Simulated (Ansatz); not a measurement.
CsCl-type TlBr, treated with RPBE in Ansatz (plane waves, PAW).

Output (set-up and result lines):

```
Crystal: 2 atoms, lattice volume = 74.235 Å³
Basis set: ecut = 520 eV, 2007 PW (Γ), exchange–correlation on 64×64×64 points (8 copies of the dense FFT grid, shifted against one another)
Bands: 14, of which v1, the nominal top of the filled ones, is band 10 counted from 1 (9 counted from 0)
Symmetry: 48 space group operations
Space group: Pm-3m (ITA 221), of the structure as read, at distance tolerance 4.2e-5 Å
k-points: 35 of 512
Functional: x = rpbe, c = pbe(β = 0.06672455060314922)
SCF iter   1: F=—  HF=-14250.360254 eV  |F-HF|=—  |Δ(HF+E_count)|=         —  Δρ=3.04e-3  dr2=1.33e-2
SCF iter   2: F=—  HF=-14250.357810 eV  |F-HF|=—  |Δ(HF+E_count)|=   2.44e-3  Δρ=1.17e-3  dr2=9.19e-4
  ...
SCF iter   7: F=—  HF=-14250.358046 eV  |F-HF|=—  |Δ(HF+E_count)|=   2.03e-8  Δρ=1.78e-6  dr2=4.40e-9
SCF iter   8: F=-14250.358046 eV  HF=-14250.358046 eV  |F-HF|=8.55e-11  |Δ(HF+E_count)|=   1.18e-9  Δρ=3.14e-7  dr2=1.79e-10
SCF 1 converged in 8 iterations: F = -14250.358046 eV  dr2 = 1.79e-10
SCF converged after 8 iterations
Free energy (F): -14250.358046 eV
Internal energy: -14250.358046 eV  (E = F + TS)
E sigma→0 (E₀):  -14250.358046 eV
Fermi energy:    4.500382 eV
--- Stress (GPa, compression-positive) ---
        0.001207       0.000000       0.000000
        0.000000       0.001207       0.000000
        0.000000       0.000000       0.001207
  P = ⅓ Tr σ = 0.0012 GPa (0.012 kbar)
```

Problem. Write an input file that could have produced this run (the log leaves some choices open).

Solution. This is not unique; one that fits is 
Ansatz 0.2 input:
```yaml
crystal:
  lattice:
    - [4.2027667789, 0.0, 0.0]
    - [0.0, 4.2027667789, 0.0]
    - [0.0, 0.0, 4.2027667789]
  atoms:
    - { symbol: Tl, position: [0.0, 0.0, 0.0] }
    - { symbol: Br, position: [0.5, 0.5, 0.5] }
basis:
  ecutwfc: 520
  ecutrho_ratio: 4
  xc_grid: 2
kpoints:
  mp_grid: { grid: [8, 8, 8] }
hamiltonian:
  xc: rpbe
  dispersion: none
  pseudopotentials: { kind: paw }
scf:
  occupations: { method: fermi_dirac, width: 0.01 }
  convergence: { dr2_threshold: 0.0000000002 }
output:
  forces: true
  stress: true
  eigenvalues: true
```

The PAW data were made under PBE.

Note: the cell is over a tenth larger than the published one: the level's own overestimate first of all, though another phase or state, or a fault of the published cell, is possible.

Ansatz is a quantum-chemistry and plane-wave program.
